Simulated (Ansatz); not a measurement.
A made-up structure of Si$_{2}$HS (charge -1), singlet:

```tsv
atom	x (Å)	y (Å)	z (Å)
Si1	-1.2499	-0.2390	0.6627
Si2	-0.4129	1.5605	-0.2645
S3	1.1376	-0.1090	-0.5088
H4	-1.5988	-1.2638	1.5816
```

It is relaxed with PBE-D4/def2-SVPD and then PBE0-D4/def2-TZVPD (Ansatz 0.2.0). Atoms count as bonded within 1.22 times the sum of their covalent radii (H–H: 0.88 Å). The end point is not checked to be a true minimum.

(1) Does its bonding change? (A judgement: the text doesn't fix the answer.)

## Answers

(1) Computed: Yes. Formed: Si1–S3; broken: none.

Where it ends: The first stage lowers the energy by 1.26 eV in 11 steps. It ends as Si₂HS ([Si]1[SiH][S]1), total charge -1:
```tsv
atom	x (Å)	y (Å)	z (Å)
Si1	-1.3925	-0.6166	0.0887
Si2	-0.3419	1.4781	0.1533
S3	0.8338	-0.1808	-0.3958
H4	-1.2233	-0.7320	1.6248
```

Labels in which every atom is bracketed show which atoms are joined, not bond orders.

For scale, one of the runs: PBE0-D4/def2-TZVPD relaxation, 141 basis functions, launched by `ansatz run in.yaml --threads 2 --pin off --events-out ev --progress --plain --max-ram 4352MiB`. The run took about 16 s on 2 CPU threads of an Intel Xeon Platinum 8259CL (shared host).
